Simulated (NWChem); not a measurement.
Species: Al, doublet

Computed with NWChem. Spin-unrestricted. The open p shell is one determinant without spherical averaging. No stability test was run on the SCF state. Fermi-contact couplings, non-relativistic, static geometry.

Task: Estimate the computed values for PBE0/def2-TZVP. Quantities: A(iso) 27Al atom 1 (MHz); <S²>.

Result: 
```json
{
  "A(iso) 27Al atom 1 (MHz)": "-48.3",
  "<S²>": "0.757"
}
```
